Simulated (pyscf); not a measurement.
Optimised with ωB97X-D3(BJ)/def2-SVP in PySCF. MP2 and CC: frozen core, UHF for open shells. ΔMP2 is the change of the MP2 total energy from the triple- to the quadruple-zeta basis.

Estimate the classical barrier height and the reaction energy of H₃C–Cl (SMILES CCl) + CH₃• (SMILES [CH3]) → •H₂C–Cl (SMILES [CH2]Cl) + CH₄ (SMILES C) at CCSD(T)/def2-TZVPP + ΔMP2(QZVPP). The step runs on the doublet surface, breaks C–H and forms C–H; take the separated reactants as zero.

ΔE‡ = 14.8 kcal/mol, ΔE = -5.4 kcal/mol. Zero-point energy shifts the barrier by -0.6 kcal/mol. It is a hydrogen abstraction, with an imaginary mode of 1826i cm⁻¹. One saddle was located; it need not be the lowest between these sides. The angle at the transferred H is 175°. The CCSD(T) − MP2 part came from Ansatz, without density fitting, on the same reference.
